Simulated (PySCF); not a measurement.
These 3 structures share the formula [C6H5]+ (charge +1). Method: PySCF 2.14.0, PBE0-D3(BJ)/def2-SVP geometry optimisation, gas phase. One conformer each; no zero-point energy, no entropy. No frequencies were run at this level. Point groups hold within 0.08 Å.

**Question.** Order them by energy at this level, lowest first, and give relative energies in kcal/mol.
A. `C(#Cc1[cH+]c1)C`
B. `[CH:1]#[C:2][CH2:3][c+:4]1[cH:5][cH:6]1` (charge +1) with C2–C3–C4–C5 85°
C. `C#CC1=C[C+]1C`

**Answer.** A (0.0), C (0.7), B (16.9).

Neighbours under 5.0 kcal/mol apart (CC#Cc1c[cH+]1 and C#Cc1c[c+]1C) can change places with a better method, another conformer or zero-point energy.

```csv
SMILES,E (Eh),E rel (kcal/mol),dipole about centre of mass (D),point group,"A, B, C (MHz)"
CC#Cc1c[cH+]1,-230.78592,0.0,2.50,near Cs,"26025, 1563, 1488"
C#Cc1c[c+]1C,-230.78477,0.7,1.17,–,"10196, 2179, 1816"
C#CC[c+]1cc1,-230.75893,16.9,4.61,Cs,"9452, 2316, 2143"
```

**Question.** As an exercise, what shares would exp(−E/RT) give at 500 K from these electronic energies alone (no entropy, no degeneracies)?

**Answer.** RT = 0.994 kcal/mol: CC#Cc1c[cH+]1 67.4 %, C#Cc1c[c+]1C 32.6 %, C#CC[c+]1cc1 under 0.1 %.
